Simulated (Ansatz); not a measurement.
C$_{4}$H$_{6}$O$_{2}$, SMILES `CC(=O)/C=C\O`, relaxed with RKS PBE-D4/def2-SVP in Ansatz 0.2.0 from a rough embedded geometry. The force threshold is 0.03 eV/Å; the program also tests the step.

Charge 0, multiplicity 1.

Start:

```xyz
12

C     1.746    0.646   -0.170
C     0.568   -0.078    0.244
O     0.615   -0.923    1.116
C    -0.759    0.217   -0.469
C    -1.865   -0.326   -0.143
O    -2.012   -1.320    0.816
H     2.286    1.041    0.696
H     2.459   -0.084   -0.716
H     1.586    1.439   -0.830
H    -0.676    1.011   -1.195
H    -2.795   -0.113   -0.588
H    -1.153   -1.510    1.237
```

```
        step  energy (eV)  largest force (eV/Å)  largest move (Å)
           1   -8323.3458                 6.381             0.000
           2   -8323.9578                 2.217             0.064
           3   -8324.1217                 0.651             0.097
           4   -8324.1552                 0.714             0.090
           5   -8324.1781                 0.278             0.057
           6   -8324.1883                 0.095             0.030
7 (rejected)   -8324.1883                 0.134             0.011
           8   -8324.1891                 0.072             0.006
           9   -8324.1899                 0.052             0.020
          10   -8324.1902                 0.010             0.009
```

End:

```xyz
12

C     1.777    0.614   -0.153
C     0.474   -0.057    0.209
O     0.476   -0.929    1.130
C    -0.743    0.272   -0.485
C    -1.900   -0.396   -0.108
O    -1.922   -1.297    0.838
H     2.320    0.888    0.773
H     2.419   -0.110   -0.698
H     1.636    1.508   -0.789
H    -0.768    1.025   -1.282
H    -2.877   -0.196   -0.592
H    -0.893   -1.324    1.156
```

Hardware: 4 threads of an AMD EPYC 9R45 on a shared host. Wall time 4.8 s, peak host memory 0.16 GiB.
